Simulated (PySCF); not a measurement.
Species: hexane, C6H14.
SMILES with atom numbers: `[CH3:1][CH2:2][CH2:3][CH2:4][CH2:5][CH3:6]` (hydrogens: H7, H8, H9 on C1; H10, H11 on C2; H12, H13 on C3; H14, H15 on C4; H16, H17 on C5; H18, H19, H20 on C6)

Computed with core-valence-separated Tamm–Dancoff BHandHLYP/aug-pcX-1 (pcseg-1 on H) in PySCF, non-relativistic, gas phase, PBE0-D3(BJ)/def2-SVP geometry.

Computed carbon K-edge spectrum, Gaussian lines of 0.3 eV full width, highest printed point 100; it ends one width below the last computed root. BHandHLYP without relativity tends to put these K edges a few eV too low, so spacings mean more than positions.

```
photon energy (eV)  absorption
             284.9           0
             285.0           1
             285.1           4
             285.2           9
             285.3          15
             285.4          25
             285.5          35
             285.6          34
             285.7          31
             285.8          55
             285.9          96
             286.0         100
             286.1          59
             286.2          20
             286.3           6
             286.4           6
             286.5          10
             286.6          10
             286.7           8
             286.8           5
```

Problem. Where are the maxima, and which lines make them up?

Solution. 3 maxima:
- 285.5 eV: C3/C4 (chain CH2 carbon), 285.56 eV, f = 0.037, sum of 2, 52 % of the height at the exact maximum; C2/C5 (chain CH2 carbon), 285.51 eV, f = 0.032, sum of 2, 44 % of the height at the exact maximum
- 286.0 eV: C1/C6 (methyl carbon), 285.99 eV, f = 0.103, sum of 2, 50 % of the height at the exact maximum; C1/C6 (methyl carbon), 285.92 eV, f = 0.052, sum of 2, 25 % of the height at the exact maximum; C3/C4 (chain CH2 carbon), 285.93 eV, f = 0.034, sum of 2, 17 % of the height at the exact maximum
- 286.6 eV: C1/C6 (methyl carbon), 286.55 eV, f = 0.008, sum of 2, 42 % of the height at the exact maximum; C3/C4 (chain CH2 carbon), 286.56 eV, f = 0.006, sum of 2, 32 % of the height at the exact maximum

Further lines of some strength in the range: C1/C6, 285.26 eV, f = 0.017, sum of 2; C2/C5, 285.97 eV, f = 0.015, sum of 2.

Roots within 0.03 eV on the same or equivalent atoms count as one line; shares under 12 % aren't listed.

Vibrational structure and lifetime widths aren't in the curve. The ionisation threshold wasn't computed; near and above it a finite basis only mimics Rydberg series and continuum.

Hardware: one thread of an AMD EPYC, shared host with 64 logical CPUs at a one-minute load of 62. Cost: 61 s of wall time, 1.1 GiB resident at most.

Shape of the structure used: `[CH3:1][CH2:2][CH2:3][CH2:4][CH2:5][CH3:6]`: C1–C2–C3–C4 180°, C2–C3–C4–C5 180°, C3–C4–C5–C6 180°.

One conformer stands for the species.
